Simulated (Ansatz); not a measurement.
**CHS− (SMILES [CH-]=S): one structure at several levels**

The task here is to estimate one member of a computed series from the others.

Method: single points in def2-TZVPPD; program: Ansatz 0.2.0, Gaussian basis.

Cores are frozen in the correlated methods.

## The system as given

SMILES `[CH-]=S`, 3 atoms, charge -1, spin multiplicity 1.

Atoms are counted from 1 here; the program's logs count them from 0.

Bond lengths: C1–S2 1.604 Å, C1–H3 1.129 Å. Angles: S2–C1–H3 104.6°.

As a file:

```xyz
3

C    -0.2080    0.4867    0.0193
S     1.1102   -0.2781    0.5184
H    -0.8237   -0.3095   -0.4918
```

Set-up of the first run:

Input file run/in.yaml:

```yaml
crystal:
  periodic: [false, false, false]
  atoms:
    - {symbol: C, position_ang: [-0.208000, 0.486700, 0.019300]}
    - {symbol: S, position_ang: [1.110200, -0.278100, 0.518400]}
    - {symbol: H, position_ang: [-0.823700, -0.309500, -0.491800]}
basis:
  gaussian: {orbitals: "def2-TZVPPD.json"}
total_charge: -1
correlation: {method: ccsd_t}
output: {forces: true}
```

The basis file named in the input lies beside it (Basis Set Exchange, JSON).

No record of the launch command was kept for these runs.

Among the steps run: CCSD(T)/def2-TZVPPD; PBE0-D4/def2-TZVPPD; wB97M-V/def2-TZVPPD; r2SCAN-D4/def2-TZVPPD; PBE-D4/def2-TZVPPD; BLYP-D4/def2-TZVPPD; r2SCAN0-D4/def2-TZVPPD.

One of the session's tables, all rows but one given; the rest of the session is left out.

| method | RMS force component (eV/Å) | angle to CCSD(T) forces (°) |
| --- | --- | --- |
| CCSD(T) | 1.408 | reference |
| PBE0-D4 | 1.132 | 2.8 |
| wB97M-V | 1.116 | 5.2 |
| r2SCAN-D4 | ? | ? |
| PBE-D4 | 1.297 | 4.7 |
| BLYP-D4 | 1.395 | 3.3 |
| r2SCAN0-D4 | 1.101 | 6.0 |

Q: Estimate the row for r2SCAN-D4 from the others.

As computed: RMS force component (eV/Å): 1.221; angle to CCSD(T) forces (°): 1.6. In the column «RMS force component (eV/Å)» it lies between PBE0-D4 (1.132) and PBE-D4 (1.297).

Caveats from the session: The anion's highest level is positive in at least one run, so there the basis alone may hold the extra electron.
